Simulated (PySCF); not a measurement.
# HCl (hydrogen chloride): PBE/6-31G

What is the vertical singlet–triplet gap of HCl (hydrogen chloride) at PBE/6-31G? Input form: a Python script.

Program for the calculation: PySCF 2.14.0.

12 further runs of the same task are left out: 3 that didn't finish, 9 set aside as unsound or not needed.

## Step 1: The system as given

The species is HCl (2 atoms), meant as a singlet with charge 0. SMILES: `Cl`. Geometry: relaxed at PBE0-D4/def2-TZVP.

Bond lengths: Cl1–H2 1.279 Å.

## Step 2: A single-point energy at PBE/6-31G

Contents of start.xyz:

```xyz
2
ClH
Cl     0.546000    -0.178500     0.280800
H     -0.546000     0.178500    -0.280800
```

Contents of run.py:

```python
from pyscf import gto, dft

system = gto.M(
    atom='start.xyz',
    verbose=4,
    spin=0,
    max_memory=1860,
    basis='6-31g',
    charge=0,
)

myscf = dft.RKS(system)
myscf.xc = 'pbe'
myscf.grids.level = 5
myscf.conv_tol = 1e-10
myscf.kernel()
if not myscf.converged:
    myscf = myscf.newton().run(myscf.mo_coeff, myscf.mo_occ)

energy = myscf.e_tot
print(f'total energy: {energy:.8f} hartree')
```

The run is started by

```console
$ OMP_NUM_THREADS=1 python run.py
```

Standard output:

```text
PySCF version 2.14.0

[INPUT] num. atoms = 2
[INPUT] num. electrons = 18
[INPUT] charge = 0
[INPUT] spin (= nelec alpha-beta = 2S) = 0
[INPUT] symmetry False subgroup None
[INPUT] Mole.unit = angstrom
[INPUT] Symbol           X                Y                Z      unit          X                Y                Z       unit  Magmom
[INPUT]  1 Cl     0.546000000000  -0.178500000000   0.280800000000 AA    1.031790464013  -0.337316113235   0.530635095778 Bohr   0.0
[INPUT]  2 H     -0.546000000000   0.178500000000  -0.280800000000 AA   -1.031790464013   0.337316113235  -0.530635095778 Bohr   0.0

nuclear repulsion = 7.03477695309743
number of shells = 9
number of NR pGTOs = 50
number of NR cGTOs = 15
basis = 6-31g
ecp = {}

******** <class 'pyscf.dft.rks.RKS'> ********
method = RKS
initial guess = minao
damping factor = 0
level_shift factor = 0
DIIS = <class 'pyscf.scf.diis.CDIIS'>
diis_start_cycle = 1
diis_space = 8
diis_damp = 0
SCF conv_tol = 1e-10
SCF conv_tol_grad = None
SCF max_cycles = 50
direct_scf = True
direct_scf_tol = 1e-13
XC library pyscf.dft.libxc version 7.0.0
    S. Lehtola, C. Steigemann, M. J.T. Oliveira, and M. A.L. Marques.,  SoftwareX 7, 1–5 (2018)
XC functionals = pbe
    J. P. Perdew, K. Burke, and M. Ernzerhof.,  Phys. Rev. Lett. 77, 3865 (1996)
    J. P. Perdew, K. Burke, and M. Ernzerhof.,  Phys. Rev. Lett. 78, 1396 (1997)
    J. P. Perdew, K. Burke, and M. Ernzerhof.,  Phys. Rev. Lett. 77, 3865 (1996)
    J. P. Perdew, K. Burke, and M. Ernzerhof.,  Phys. Rev. Lett. 78, 1396 (1997)
radial grids:
    Treutler-Ahlrichs [JCP 102, 346 (1995); DOI:10.1063/1.469408] (M4) radial grids

becke partition: Becke, JCP 88, 2547 (1988); DOI:10.1063/1.454033
pruning grids: <function nwchem_prune>
grids dens level: 5
symmetrized grids: False
atomic radii adjust function: <function treutler_atomic_radii_adjust>
small_rho_cutoff = 0
Set gradient conv threshold to 1e-05
Initial guess from minao.
tot grids = 66592
init E= -460.559009566083
  HOMO = -0.341681442141927  LUMO = -0.00118467209524586  gap/eV = 9.26539
cycle= 1 E= -460.546484030157  delta_E= 0.0125  |g|= 0.231  |ddm|= 1.07
  HOMO = -0.239934605748637  LUMO = -0.00749006266570329  gap/eV = 6.32514
cycle= 2 E= -460.538809253817  delta_E= 0.00767  |g|= 0.288  |ddm|= 0.834
  HOMO = -0.289934137500598  LUMO = -0.0162379035627868  gap/eV = 7.44765
cycle= 3 E= -460.56649787583  delta_E= -0.0277  |g|= 0.00543  |ddm|= 0.458
  HOMO = -0.28859338947498  LUMO = -0.0140895705938893  gap/eV = 7.46963
cycle= 4 E= -460.566509841  delta_E= -1.2e-05  |g|= 0.00135  |ddm|= 0.0127
  HOMO = -0.288948183804639  LUMO = -0.0145833397401351  gap/eV = 7.46585
cycle= 5 E= -460.566510654374  delta_E= -8.13e-07  |g|= 6.4e-05  |ddm|= 0.00304
  HOMO = -0.288952917951404  LUMO = -0.014578982193522  gap/eV = 7.46610
cycle= 6 E= -460.566510656239  delta_E= -1.86e-09  |g|= 6.31e-07  |ddm|= 0.000133
  HOMO = -0.288952859135401  LUMO = -0.0145788879543042  gap/eV = 7.46610
cycle= 7 E= -460.566510656239  delta_E= -3.41e-13  |g|= 2.03e-08  |ddm|= 1.33e-06
  HOMO = -0.288952868457836  LUMO = -0.0145788904436157  gap/eV = 7.46610
Extra cycle  E= -460.566510656239  delta_E= 1.71e-13  |g|= 2.48e-08  |ddm|= 8e-08
converged SCF energy = -460.566510656239
total energy: -460.56651066 hartree
```

Wall time 1.6 s (1 thread of Arm Neoverse V1, shared host); peak memory 0.15 GiB.

## Step 3: The triplet, same level

Contents of job.py:

```python
from pyscf import gto, dft

mol = gto.Mole()
mol.atom = [
    ('Cl', (0.546000, -0.178500, 0.280800)),
    ('H', (-0.546000, 0.178500, -0.280800)),
]
mol.spin = 2
mol.max_memory = 1860
mol.basis = '6-31g'
mol.verbose = 4
mol.build()

mf = dft.UKS(mol)
mf.xc = 'pbe'
mf.grids.level = 5
mf.conv_tol = 1e-10
mf.kernel()
if not mf.converged:
    mf = mf.newton().run(mf.mo_coeff, mf.mo_occ)

e_final = mf.e_tot
print('E(%s) = %.9f' % ('PBE', e_final))
```

The run is started by

```console
$ OMP_NUM_THREADS=1 python job.py
```

Standard output:

```text
PySCF version 2.14.0

[INPUT] num. atoms = 2
[INPUT] num. electrons = 18
[INPUT] charge = 0
[INPUT] spin (= nelec alpha-beta = 2S) = 2
[INPUT] symmetry False subgroup None
[INPUT] Mole.unit = angstrom
[INPUT] Symbol           X                Y                Z      unit          X                Y                Z       unit  Magmom
[INPUT]  1 Cl     0.546000000000  -0.178500000000   0.280800000000 AA    1.031790464013  -0.337316113235   0.530635095778 Bohr   0.0
[INPUT]  2 H     -0.546000000000   0.178500000000  -0.280800000000 AA   -1.031790464013   0.337316113235  -0.530635095778 Bohr   0.0

nuclear repulsion = 7.03477695309743
number of shells = 9
number of NR pGTOs = 50
number of NR cGTOs = 15
basis = 6-31g
ecp = {}

******** <class 'pyscf.dft.uks.UKS'> ********
method = UKS
initial guess = minao
damping factor = 0
level_shift factor = 0
DIIS = <class 'pyscf.scf.diis.CDIIS'>
diis_start_cycle = 1
diis_space = 8
diis_damp = 0
SCF conv_tol = 1e-10
SCF conv_tol_grad = None
SCF max_cycles = 50
direct_scf = True
direct_scf_tol = 1e-13
number electrons alpha = 10  beta = 8
XC library pyscf.dft.libxc version 7.0.0
    S. Lehtola, C. Steigemann, M. J.T. Oliveira, and M. A.L. Marques.,  SoftwareX 7, 1–5 (2018)
XC functionals = pbe
    J. P. Perdew, K. Burke, and M. Ernzerhof.,  Phys. Rev. Lett. 77, 3865 (1996)
    J. P. Perdew, K. Burke, and M. Ernzerhof.,  Phys. Rev. Lett. 78, 1396 (1997)
    J. P. Perdew, K. Burke, and M. Ernzerhof.,  Phys. Rev. Lett. 77, 3865 (1996)
    J. P. Perdew, K. Burke, and M. Ernzerhof.,  Phys. Rev. Lett. 78, 1396 (1997)
radial grids:
    Treutler-Ahlrichs [JCP 102, 346 (1995); DOI:10.1063/1.469408] (M4) radial grids

becke partition: Becke, JCP 88, 2547 (1988); DOI:10.1063/1.454033
pruning grids: <function nwchem_prune>
grids dens level: 5
symmetrized grids: False
atomic radii adjust function: <function treutler_atomic_radii_adjust>
small_rho_cutoff = 0
Set gradient conv threshold to 1e-05
tot grids = 66592
init E= -460.559009566083
[... the frontier-level lines of each cycle are left out ...]



cycle= 1 E= -460.273691096393  delta_E= 0.285  |g|= 0.0668  |ddm|= 3.76


cycle= 2 E= -460.276701662346  delta_E= -0.00301  |g|= 0.0424  |ddm|= 0.302


cycle= 3 E= -460.277910069908  delta_E= -0.00121  |g|= 0.00499  |ddm|= 0.138


cycle= 4 E= -460.277927458892  delta_E= -1.74e-05  |g|= 0.00105  |ddm|= 0.0245


cycle= 5 E= -460.277928402078  delta_E= -9.43e-07  |g|= 0.000104  |ddm|= 0.00485


cycle= 6 E= -460.277928412489  delta_E= -1.04e-08  |g|= 5.93e-06  |ddm|= 0.000648


cycle= 7 E= -460.277928412525  delta_E= -3.61e-11  |g|= 4.06e-07  |ddm|= 2.92e-05


Extra cycle  E= -460.277928412524  delta_E= 7.39e-13  |g|= 1.67e-07  |ddm|= 2.05e-06
converged SCF energy = -460.277928412524  <S^2> = 2.0002777  2S+1 = 3.0001851
E(PBE) = -460.277928413
```

Run time: 1.9 s. Hardware: 1 thread of Arm Neoverse V1, shared host; peak memory 0.16 GiB.

## Step 4: Results

Level: PBE/6-31G.

| quantity | value |
| --- | --- |
| singlet: total energy | -460.56651 Eh |
| singlet: dipole moment | 1.79 D |
| singlet: HOMO energy | -7.86 eV |
| singlet: LUMO energy | -0.40 eV |
| singlet: HOMO–LUMO gap | 7.47 eV |
| triplet: total energy | -460.27793 Eh |
| triplet: dipole moment | 1.55 D |
| triplet: HOMO energy (highest over α and β) | -0.66 eV |
| triplet: ⟨S²⟩ | 2.000 |
| vertical energy of the triplet above the singlet | 7.853 eV |

**Reading.** At this shape the triplet lies 7.85 eV (181 kcal/mol) above the singlet.
